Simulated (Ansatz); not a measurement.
Species: C2H3O2 (charge -1, singlet). It need not be the lowest isomer of its formula. Whether it binds its extra electron was not tested at this geometry. SMILES: [CH2-]OC=O
Structure (B3LYP-D3(BJ)/def2-TZVP (Ansatz, an electronic-structure program) minimum search):
```
O
C 1 1.2945
O 2 1.2264 1 129.08
H 2 1.1099 3 121.40 1 -179.26
C 1 1.5065 2 122.06 4 172.39
H 5 1.1001 1 105.12 2 34.26
H 5 1.1034 6 106.79 1 -106.05
```
Charge -1, spin multiplicity 1.

Parts of the frozen-core correlation energy in cc-pVTZ (Ansatz, hartree). Frozen orbitals: 4; correlated occupied orbitals by spin: 12 and 12; virtual: 146 and 146. Spin-orbit coupling is left out. Non-relativistic.

```json
[
 {"term": "reference (HF)", "value": "-227.20282"},
 {"term": "MP2 opposite-spin", "value": "-0.60699"},
 {"term": "MP2 same-spin", "value": "-0.20520"},
 {"term": "CCSD correlation", "value": "-0.82370"},
 {"term": "(T)", "value": "-0.03705"},
 {"term": "T1 diagnostic", "value": "0.020"},
 {"term": "largest doubles amplitude", "value": "0.053"}
]
```
